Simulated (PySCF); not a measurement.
Molecule: (CH3)2CHCHF2 (CC(C)C(F)F, C4H8F2).

Mapped SMILES: `[CH3:1][CH:2]([CH3:3])[CH:4]([F:5])[F:6]`. Each H is labelled by its parent atom.

Geometry PBE0-D3(BJ)/def2-SVP throughout; GIAO in PySCF 2.14, gas phase, one conformer, non-relativistic; equivalent atoms averaged; basis pcSseg-1.

Task: How do the absolute shieldings σ depend on the functional? (ppm; last column core-seconds on shared hosts with different chips, so compare them loosely; the GGAs took longer than the global hybrids here, which isn't the general rule, and the cause wasn't traced)

Result: 
| functional | kind | C4 | C2 | C1/C3 | F5/F6 | H(C4) | H(C2) | H(C1)/H(C3) | core-s |
| --- | --- | --- | --- | --- | --- | --- | --- | --- | --- |
| HF | Hartree–Fock | 83.6 | 160.7 | 175.8 | 359.8 | 26.49 | 30.39 | 30.58 | 5 |
| LDA | LDA | 49.7 | 143.2 | 166.1 | 303.6 | 24.82 | 29.13 | 29.87 | 14 |
| PBE | GGA | 53.6 | 142.9 | 164.2 | 304.5 | 25.30 | 29.58 | 30.22 | 19 |
| BLYP | GGA | 47.4 | 136.5 | 158.8 | 303.2 | 25.46 | 29.76 | 30.35 | 18 |
| BP86 | GGA | 53.3 | 142.5 | 163.8 | 305.8 | 25.36 | 29.66 | 30.27 | 18 |
| OPBE | GGA | 65.1 | 150.6 | 169.5 | 311.0 | 25.41 | 29.61 | 30.25 | 19 |
| KT2 | GGA | 61.2 | 146.5 | 167.8 | 304.2 | 25.35 | 29.58 | 30.20 | 17 |
| KT3 | GGA | 62.6 | 145.8 | 166.3 | 307.2 | 25.56 | 29.73 | 30.32 | 18 |
| B97-D | GGA | 55.7 | 142.2 | 162.7 | 309.9 | 25.53 | 29.80 | 30.38 | 17 |
| B3LYP | global hybrid | 55.3 | 142.5 | 163.2 | 317.6 | 25.68 | 29.85 | 30.36 | 13 |
| PBE0 | global hybrid | 62.8 | 149.6 | 168.9 | 322.0 | 25.63 | 29.74 | 30.26 | 11 |
| mPW1PW91 | global hybrid | 62.1 | 148.8 | 168.0 | 322.4 | 25.68 | 29.80 | 30.30 | 13 |
| WP04 | global hybrid | 47.3 | 134.7 | 155.3 | 319.4 | 25.99 | 29.98 | 30.50 | 11 |
| B97-2 | global hybrid | 63.6 | 148.8 | 167.8 | 322.5 | 25.74 | 29.84 | 30.35 | 11 |
| BHandHLYP | global hybrid | 66.1 | 149.7 | 168.4 | 335.6 | 25.99 | 29.98 | 30.38 | 11 |
| CAM-B3LYP | range-separated hybrid | 58.7 | 146.7 | 166.9 | 324.3 | 25.69 | 29.81 | 30.29 | 15 |
| wB97X-D | range-separated hybrid | 63.1 | 149.9 | 168.8 | 325.9 | 25.79 | 29.90 | 30.35 | 14 |
| LC-wPBE | range-separated hybrid | 66.0 | 155.5 | 173.6 | 330.8 | 25.75 | 29.86 | 30.31 | 20 |

Task: Which nucleus moves most, in ppm?

Result: F5/F6 (fluorine of a CF2 group): from 303.2 ppm with BLYP to 359.8 ppm with HF. The smallest spread is 0.71 ppm, at H(C1)/H(C3). Proton shifts span only some 12 ppm, so a few tenths of a ppm matter as much there as several ppm in carbon.
